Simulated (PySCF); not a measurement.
Distances in Å between the heavy atoms of a computed structure (PBE0-D3(BJ)/def2-SVP; lower triangle, same order across):
```
C1    0.00
C2    1.46  0.00
C3    2.74  1.37  0.00
C4    2.73  1.38  1.36  0.00
C5    3.89  2.75  2.75  1.47  0.00
F6    3.88  3.18  3.68  2.32  1.35  0.00
```

Hydrogens: 3 on C1, 1 on C3, 2 on C5.

Charge +1, singlet.

Task: Read off the bonds between heavy atoms and their formal orders.

Result: C1–C2 (single); C2–C3 (aromatic); C3–C4 (aromatic); C4–C5 (single); C5–F6 (single); C2–C4 (aromatic). The orders are those of one drawing; other resonance forms can be drawn. The aromatic marks follow RDKit's electron count.

Task: Give the structure as a SMILES string.

Result: `C[c+]1cc1CF`, [C5H6F]+.

Task: Which rings does it hold (smallest set)?

Result: C2–C3–C4 (3 members).

Task: Describe the place of each heavy atom.

Result: C1: methyl carbon; C2: unsaturated ring carbon; C3: unsaturated ring CH carbon; C4: unsaturated ring carbon; C5: sp3 C–F carbon; F6: alkyl fluorine.

Shape of the structure used: `[CH3:1][c+:2]1[cH:3][c:4]1[CH2:5][F:6]`: C3–C4–C5–F6 180°.
